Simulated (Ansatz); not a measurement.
## How far a parabola holds: energy against volume of fcc Ca

System: fcc Ca. Method: PBE (Ansatz, a program for electronic structure, PAW). Run with plane-wave cutoff 520 eV, 18×18×18 k mesh, Fermi–Dirac smearing 0.05 eV, scalar-relativistic PAW data made under PBE. The cell has no free parameter but its volume, all volumes share cutoff and mesh, and the runs aren't spin-polarised. Energies are free energies at the run's smearing, counted from the lowest row; static lattice.

| V (Å³/atom) | E (meV/atom) |
|---|---|
| 39.656 | ? |
| 40.499 | 3.91 |
| 41.343 | 0.96 |
| 42.187 | 0.00 |
| 43.031 | 0.87 |
| 43.874 | 3.42 |

Question: Fit E against V with a parabola, and predict the withheld value at V = 39.656.

Answer: With u = V - 42.2, the rows have u = -1.7010, -0.8570, -0.0130, 0.8310, 1.6740. Least squares gives E = -0.003 - 0.0923·u + 1.2874·u². Residuals (row less fit): 0.031, -0.062, 0.002, 0.061, -0.030; standard error 0.068 (degrees of freedom: 2). The fitted curve has its minimum at V = 42.2, where E = 0.00. Its curvature is d²E/dV² = 2 × 1.2874 meV/Å⁶, so B = V0·d²E/dV² × 0.1602 = 17.4 GPa. At the withheld row, u = -2.5440, so E = -0.003 - 0.0923 × (-2.5440) + 1.2874 × (-2.5440)² = 8.564 meV/atom. The calculation gives 9.04 meV/atom, 0.476 meV/atom above the prediction (5.3 % of the range of E in the table). The row lies outside the fitted rows, so this is an extrapolation. From the scatter of the fitted rows alone, a prediction at this place has a standard error of 0.162 meV/atom, so the miss is 2.9 times that.

The residuals are curvature that a parabola lacks, not noise. A solid that stiffens under compression and softens on expansion lies above the parabola at the compressed end and under it at the expanded end, as this row does. A third-order Birch-Murnaghan fit to the whole scan has B0 = 17.4 GPa. Only scans are tabulated whose curvature falls smoothly with volume, and where the parabola meets the shown rows within 5 % of their range and misses the end by 0.1 meV or more.

Measured, for comparison: bulk modulus 18.6 GPa (corrected for temperature and zero-point phonon effects, sources range from 15.9 to 18.7; as tabulated in Levämäki et al. (2014), arXiv:1402.3671). Computed less measured: bulk modulus -6 % (inside the range of the sources held).
